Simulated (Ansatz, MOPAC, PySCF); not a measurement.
Species: 1-chloropropane, C3H7Cl (charge 0, singlet). SMILES: CCCCl
Geometry: optimised at B3LYP-D3(BJ)/def2-TZVP (Ansatz, a program for electronic structure).

Property: enthalpy of formation at 298 K, in kcal/mol. Terms: valence correlation only; open shells spin-unrestricted; non-relativistic; no dispersion term unless named; no spin-orbit coupling; LANL2DZ with its own core potentials from Na on; six Cartesian d functions in 6-31G* and its kin unless marked 5d. CBS marks a two-point X^-3 extrapolation of the correlation energy; Hartree-Fock from the larger set. [CCSD(T)-MP2]/basis is that difference in the basis named. First-principles rows: single points at B3LYP-D3(BJ) geometries (Ansatz), with unscaled harmonic terms from B3LYP/6-31G* at its own minima, enthalpies of formation by atomisation with measured atoms. Semi-empirical rows: MOPAC heats of formation at their own minima for 298 K.

Measured values: G2/97 table in ASE (Curtiss et al.); they hold spin-orbit and core effects, anharmonicity and other conformers. 

Value to compare with, the measured value: -31.5 kcal/mol.

| level | program | enthalpy of formation at 298 K (kcal/mol) | error |
|---|---|---|---|
| MNDO | MOPAC | -33.8 | -2.3 |
| HF/6-31G* | Ansatz | 209.5 | 241.0 |
| SVWN5/6-31G* | Ansatz | -166.5 | -135.0 |
| B3LYP/STO-3G | Ansatz | -215.7 | -184.2 |
| B3LYP/LANL2DZ | Ansatz | 3.2 | 34.7 |
| B3LYP/6-31G | Ansatz | -4.0 | 27.5 |
| B3LYP/6-31G* | Ansatz | -25.7 | 5.8 |
| PBE0/6-31G* | Ansatz | -36.6 | -5.1 |
| M06-2X/6-31G* (5d) | PySCF | -33.2 | -1.7 |
| MP2/6-31G* | Ansatz | 44.6 | 76.1 |
| B3LYP/def2-TZVPD | Ansatz | -22.5 | 9.0 |
| B2PLYP-D3(BJ)/def2-TZVPD | Ansatz + dftd3 | -21.1 | 10.4 |
| RI-MP2/CBS(cc-pV(T+d)Z,cc-pV(Q+d)Z)+[CCSD(T)-MP2]/cc-pV(T+d)Z | Ansatz | -31.5 | 0.0 |

Among the 10 habitual levels, HF/6-31G* lies farthest from the measured value (241.0 kcal/mol); 5 of 10 lie above it, and their mean absolute error is 71.3 kcal/mol, the median 31.1. One case shows no general order.

The levels are drawn from those run, B3LYP/6-31G* more often than the rest, none by its result; runs whose electronic state is in doubt are left out.
